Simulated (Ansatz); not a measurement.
Results of G0W0@r²SCAN in Ansatz (hard PAW, contour deformation) for diamond-structure Si.

The same calculation (at the measured cell, 20.013 Å³/atom) with different numerical settings; throughout: k mesh 2×2×2:

```
run  response cutoff (eV)  empty bands  quasiparticle gap on the mesh (eV)  quasiparticle gap at Γ (eV)  rough time
---  --------------------  -----------  ----------------------------------  ---------------------------  ----------
1                     100          167                               1.124                        3.212    6 core-s
2                     150          307                               1.194                        3.268   10 core-s
3                     200          472                               1.219                        3.285   30 core-s
4                     250          660                               1.232                        3.293   40 core-s
5                     300          868                               1.239                        3.298   50 core-s
```

In the column quasiparticle gap on the mesh (eV) the first row differs from the last by -0.115 and the next to last by -0.007.

The last row is no converged limit: other settings stay fixed.

Ansatz is a quantum-chemistry and plane-wave program.
